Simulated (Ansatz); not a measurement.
Geometry optimisation, RKS PBE/def2-SVP in Ansatz 0.2.0.

input.yaml

```yaml
crystal:
  periodic: [false, false, false]
  atoms:
    - { symbol: C, position_ang: [0.1701, 1.0109, -0.0444] }
    - { symbol: O, position_ang: [0.6387, -0.2146, 0.3489] }
    - { symbol: C, position_ang: [-0.1763, -1.2671, 0.0544] }
    - { symbol: S, position_ang: [0.4745, -2.7592, 0.5085] }
    - { symbol: H, position_ang: [0.8456, 1.8202, 0.207] }
    - { symbol: H, position_ang: [-0.0141, 1.0957, -1.1432] }
    - { symbol: H, position_ang: [-0.7983, 1.2601, 0.4582] }
    - { symbol: H, position_ang: [0.68214, -4.10881, 0.70807] }
basis:
  gaussian: { orbitals: def2-SVP }
hamiltonian:
  xc: pbe
relax:
  f_tol: 0.02
  max_steps: 50
```

Run as:

```bash
$ ansatz run input.yaml --threads 1 --pin off --max-ram 2048MiB --backend cpu --events-out ev --progress --plain --runs-dir out
```

Q: Where does it end, and by what steps?

A: The forces met the threshold. After 12 steps the energy has fallen by 2.708 eV; H8 moved furthest, 0.82 Å.

```json
{"step": "0", "energy less start (eV)": "0.0000", "largest force component (eV/Å)": "3.687", "accepted": "yes"}
{"step": "1", "energy less start (eV)": "-0.4114", "largest force component (eV/Å)": "2.697", "accepted": "yes"}
{"step": "2", "energy less start (eV)": "-1.1280", "largest force component (eV/Å)": "2.202", "accepted": "yes"}
{"step": "3", "energy less start (eV)": "-1.8338", "largest force component (eV/Å)": "1.826", "accepted": "yes"}
{"step": "4", "energy less start (eV)": "-2.1875", "largest force component (eV/Å)": "1.901", "accepted": "yes"}
{"step": "5", "energy less start (eV)": "-2.4877", "largest force component (eV/Å)": "1.274", "accepted": "yes"}
{"step": "6", "energy less start (eV)": "-2.6544", "largest force component (eV/Å)": "0.694", "accepted": "yes"}
{"step": "7", "energy less start (eV)": "-2.6652", "largest force component (eV/Å)": "0.232", "accepted": "yes"}
{"step": "8", "energy less start (eV)": "-2.6869", "largest force component (eV/Å)": "0.130", "accepted": "yes"}
{"step": "9", "energy less start (eV)": "-2.7036", "largest force component (eV/Å)": "0.076", "accepted": "yes"}
{"step": "10", "energy less start (eV)": "-2.5932", "largest force component (eV/Å)": "1.625", "accepted": "no"}
{"step": "11", "energy less start (eV)": "-2.7046", "largest force component (eV/Å)": "0.366", "accepted": "yes"}
{"step": "12", "energy less start (eV)": "-2.7081", "largest force component (eV/Å)": "0.020", "accepted": "yes"}
```

```xyz
8
Properties=species:S:1:pos:R:3
C 0.066 0.967 -0.034
O 0.413 -0.249 0.651
C 0.234 -1.362 -0.040
S 0.723 -2.696 1.017
H 0.965 1.614 -0.061
H -0.281 0.729 -1.060
H -0.733 1.473 0.543
H 0.435 -3.640 0.080
```

Whether the end is a true minimum wasn't checked by a vibrational analysis.

Time of the run: 20 s on 1 thread of Intel(R) Xeon(R) Platinum 8375C CPU @ 2.90GHz (Ice Lake), on a shared host, peak memory 0.15 GiB.
